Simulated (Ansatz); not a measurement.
Born–Oppenheimer molecular dynamics of BClFH3 (6 atoms, charge 0, multiplicity 1). It starts at the highest image of a converged band. Of that band: Neighbouring images differ by up to 1.6 eV, so the band resolves the path poorly. A vibrational analysis at the climbing image gives one clearly imaginary mode, 1396i cm⁻¹: a first-order saddle point.

Theory: RHF/def2-SVP (Ansatz).

```json
{
  "ensemble": "NVE (velocity Verlet)",
  "time step": "0.5 fs",
  "steps asked": "200",
  "starting velocities drawn for": "300 K",
  "seed": "8126"
}
```

First frame:

```xyz
6
Properties=species:S:1:pos:R:3
B 0.037 0.169 0.084
H 0.036 -0.192 1.348
F 1.208 -0.047 -0.476
H -1.004 -0.068 -0.431
Cl -0.060 2.226 0.708
H 0.033 0.834 1.391
```

(1) How far do the bonds stretch over the last three quarters of this one trajectory? (Pairs bonded in most of those frames.)

Answers

(1) 
```
  bond  mean (Å)  spread (Å)  shortest  longest
 B1–F3     1.312       0.048      1.22     1.39
 B1–H4     1.198       0.033      1.14     1.25
B1–Cl5     1.778       0.105      1.61     1.95
 H2–H6     0.753       0.031      0.71     0.80
```

Mean temperature of the second half: 3523 K. The conserved energy stayed within 0.27 meV per atom of its start (net change -0.074 meV per atom), so the integration is sound. The kinetic energy rose, since the run started high on the potential surface and went downhill. It ends in pieces (BClFH + H2), so much of that is their flight and rotation, not heat. A run of 0.1 ps of so small a system gives no equilibrium averages. The orbitals stay closed-shell, which can raise the energy where a bond breaks towards radicals; this wasn't checked here.

Time of the run: 81 s on 1 thread of Arm Neoverse V2, with other jobs on the host, peak memory 0.098 GiB.
